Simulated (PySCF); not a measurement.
Simulated Si 2p region for (H3Si)2CH2, CH8Si2, binding energy against the vacuum level.

Every computed line was given a Gaussian of 0.4 eV full width at half maximum and an area set by the number of equivalent atoms (split 2:1 within a doublet); the highest printed point is 100. The calculation used PySCF, delta-SCF UKS SCAN, pcX-2 on the ionised atom, pcseg-1 elsewhere, spin-free X2C.

binding energy (eV), intensity and a bar:
```
    106.2          1 
    106.3          5 #
    106.4         16 #####
    106.5         42 #############
    106.6         78 #######################
    106.7        100 ##############################
    106.8         91 ###########################
    106.9         60 ##################
    107.0         33 ##########
    107.1         26 ########
    107.2         37 ###########
    107.3         49 ###############
    107.4         48 ##############
    107.5         34 ##########
    107.6         17 #####
    107.7          6 ##
    107.8          1 
    107.9          0
```

How many maxima does the curve show, and how many computed lines lie under it?

The curve has 2 maxima (at 106.7 and 107.3 eV). Under it lie 2 lines from 1 inequivalent silicon site, drawn as a 2p3/2, 2p1/2 pair.

Decompose the envelope and assign each component. Bonds: Si1–C5, C5–Si6. Hydrogens: H2, H3, H4 on Si1; H10, H11 on C5; H7, H8, H9 on Si6.

| position (eV) | relative area | line | atoms | environment |
| --- | --- | --- | --- | --- |
| 106.72 | 1.33 | Si 2p3/2 | Si1/Si6 | silicon bonded to C and 3 H |
| 107.35 | 0.67 | Si 2p1/2 | Si1/Si6 | silicon bonded to C and 3 H |

Shake-up satellites, vibrational structure and lifetime widths aren't simulated. Atoms equivalent by their bonding share one computed value, that of the first of them. The 2p values add to the ΔSCF energy of one spin-free hole a correction within the shell (spin–orbit coupling, ligand field). 2p1/2 minus 2p3/2 (ligand field included): Si 0.62 eV. Isolated species at its PBE0-D3(BJ)/def2-SVP geometry, gas phase.
